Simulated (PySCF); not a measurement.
# F4S: the cost of one run

Method: levels as typed in each script, gas phase, geometry from GFN2-xTB; program: PySCF 2.14.0.

## (1) The system as given

SMILES `FS(F)(F)F`, 5 atoms, charge 0, spin multiplicity 1.

Bond lengths: F1–S2 1.755 Å, S2–F3 1.755 Å, S2–F4 1.756 Å, S2–F5 1.755 Å. Angles: F1–S2–F3 109.5°, F1–S2–F4 109.5°, F1–S2–F5 109.4°, F3–S2–F4 109.4°, F3–S2–F5 109.5°, F4–S2–F5 109.6°.

As a file:

```xyz
5

F    -0.6542    1.2754    1.0130
S    -0.0003   -0.0002   -0.0004
F     0.6545   -1.2751    1.0131
F     1.2764    0.6539   -1.0128
F    -1.2762   -0.6538   -1.0126
```

## (2) Density, bond paths and surface potential (PBE0/def2-svp)

Input file input.py:

```python
import numpy as np
from pyscf import gto, scf, dft
from pyscf.scf import atom_ks, atom_hf
from scipy.linalg import block_diag

def solve(mol, dm0=None, hcore=None):
    mf = (dft.UKS if mol.spin else dft.RKS)(mol, xc='pbe0')
    mf.grids.level = 3
    mf = mf.density_fit(auxbasis='def2-universal-jkfit')
    mf.conv_tol, mf.max_cycle = 1e-8, 80
    if hcore is not None:
        mf.get_hcore = lambda *args: hcore
    mf.kernel(dm0)
    if not mf.converged:
        mf = mf.newton().run(mf.mo_coeff, mf.mo_occ, max_cycle=30)
    assert mf.converged, 'SCF not converged'
    return mf

mol = gto.M(atom='''
F     -0.65421     1.27537     1.01303
S     -0.00031    -0.00016    -0.00045
F      0.65455    -1.27513     1.01311
F      1.27640     0.65386    -1.01275
F     -1.27619    -0.65381    -1.01260
''', basis='def2-svp', charge=0, spin=0, verbose=4)
mf = solve(mol)
mf.analyze()
# spherically averaged free atoms, for the promolecule
atm = atom_ks.get_atm_nrks(mol, xc='pbe0')
pro = block_diag(*[(atm[a[0]][2] * atm[a[0]][3]) @ atm[a[0]][2].T for a in mol._atom])
np.savez('result.npz', e=mf.e_tot, c=mf.mo_coeff, occ=mf.mo_occ, eps=mf.mo_energy, pro=pro, dip=mf.dip_moment(verbose=0), s2=mf.spin_square()[0])
```

On the command line:

```bash
OMP_NUM_THREADS=1 python input.py
```

What time and memory should one allow on 1 thread of Intel Xeon 6975P-C (Granite Rapids), shared host?

About 3.7 s, with a peak of 0.32 GiB.
